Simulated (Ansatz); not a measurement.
Input file:

```yaml
crystal:
  periodic: [false, false, false]
  atoms:
    - {symbol: Al, position_ang: [0.000000, -0.090847, 0.608569]}
    - {symbol: Be, position_ang: [0.000000, 0.141907, -1.698647]}
    - {symbol: H, position_ang: [0.000000, 1.130685, 1.936076]}
    - {symbol: H, position_ang: [0.000000, 0.032398, -3.038933]}
basis:
  gaussian: {orbitals: cc-pVDZ}
magnetization: {spin_polarized: true, initial_magnetization: 1}
correlation: {method: ccsdt, electrons: outside_noble_gas}
scf: {lower_state_search: light}
output: {forces: true}
```

```sh
$ ansatz run in.yaml --threads 1 --pin off --events-out ev --progress --plain --max-ram 2393MiB
```

The program prints:

```
759 factors; integrals over basis functions are off by at most 2.1e-7 eV
mean field evaluation 1: about -7009.5560 eV, gradient 7.7e0 eV
mean field evaluation 2: about -7009.6132 eV, gradient 7.9e0 eV
mean field evaluation 4: about -7010.8356 eV, gradient 9.1e-1 eV
mean field evaluation 8: about -7010.8694 eV, gradient 1.5e-1 eV
mean field evaluation 16: about -7010.5578 eV, gradient 2.8e0 eV
mean field evaluation 32: about -7010.0208 eV, gradient 2.3e-6 eV
mean field evaluation 64: about -7010.0208 eV, gradient 1.7e-4 eV
mean field evaluation 96: about -7010.0208 eV, gradient 1.4e-2 eV
mean field evaluation 128: about -7007.9112 eV, gradient 1.1e-3 eV
mean field evaluation 160: about -7007.7831 eV, gradient 1.1e-1 eV
...
mean field -7010.87033016 eV, -257.6447324947 hartree, gradient 1.4e-6 eV, S^2 0.783747; 11 other end points of the search recorded, 0 dependent functions left out
determinant -7010.87033016 eV, -257.6447324947 hartree, with singles and doubles -7014.04274312 eV, -257.7613165207 hartree
determinant -7010.02082364 eV, -257.6135137061 hartree, with singles and doubles -7013.33563980 eV, -257.7353309530 hartree
determinant -7007.91115960 eV, -257.5359849825 hartree, with singles and doubles -7011.35679921 eV, -257.6626099027 hartree
determinant -7007.78382439 eV, -257.5313054997 hartree, with singles and doubles -7010.72314567 eV, -257.6393235644 hartree
determinant -7007.76888035 eV, -257.5307563166 hartree, with singles and doubles -7010.93758481 eV, -257.6472040575 hartree
6 core orbitals not correlated: weight in the atoms' cores, before any rotation towards them, 1.000 or more for the frozen orbitals, at most 0.000 for the correlated occupied ones
reference -7010.87033016 eV, -257.6447324947 hartree; 4, 3 occupied and 32, 33 virtual orbitals, 759 factors
second order -2.31549113 eV of doubles, -0.00000000 eV of singles
...
cycle  11  -3.26726983 eV  change    8.1e-6 eV  update   6.6e-5
cycle  12  -3.26730013 eV  change   -3.0e-5 eV  update   3.5e-5
cycle  13  -3.26733676 eV  change   -3.7e-5 eV  update   1.6e-5
cycle  14  -3.26734417 eV  change   -7.4e-6 eV  update   8.0e-6
cycle  15  -3.26733999 eV  change    4.2e-6 eV  update   4.4e-6
cycle  16  -3.26733682 eV  change    3.2e-6 eV  update   2.4e-6
cycle  17  -3.26733546 eV  change    1.4e-6 eV  update   1.4e-6
cycle  18  -3.26733561 eV  change   -1.5e-7 eV  update   7.2e-7
cycle  19  -3.26733611 eV  change   -5.0e-7 eV  update   4.0e-7
cycle  20  -3.26733639 eV  change   -2.8e-7 eV  update   2.4e-7
the calculation of the forces begins
Total energy: -7014.13766655 eV, -257.7648048923 hartree
Atom 0 at     0.000000    -0.090847     0.608569 Å, force     0.000000     1.009261     1.379303 eV/Å
Atom 1 at     0.000000     0.141907    -1.698647 Å, force    -0.000000     0.043983    -0.137270 eV/Å
Atom 2 at     0.000000     1.130685     1.936076 Å, force    -0.000000    -1.057498    -1.216263 eV/Å
Atom 3 at     0.000000     0.032398    -3.038933 Å, force    -0.000000     0.004253    -0.025770 eV/Å
Dipole moment:     0.000000    -0.056552    -0.036656 e Å
```

Forces (eV/Å):
```
Al   0.000  1.009  1.379
Be   0.000  0.044 -0.137
H    0.000 -1.057 -1.216
H    0.000  0.004 -0.026
```

Ran on 1 thread of Intel Xeon, shared host: 32 s wall, 0.46 GiB peak host memory.
